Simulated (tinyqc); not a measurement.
Inside a calculation. Method: UHF in the sto-6g basis, for NH3, spin multiplicity 1. One step of it, computed by the program tinyqc.

Problem. Iteration 2: DIIS coefficients. Solve [B -1; -1 0][c; lambda] = [0; -1] for the coefficients, which sum to one.

B (overlaps of the stored error matrices):
```
,1,2
1,3.1942788e+00,-1.0378883e+00
2,-1.0378883e+00,4.5050317e-01
```

Give: DIIS coefficients.

Solution.

DIIS coefficients: 0.260  0.740
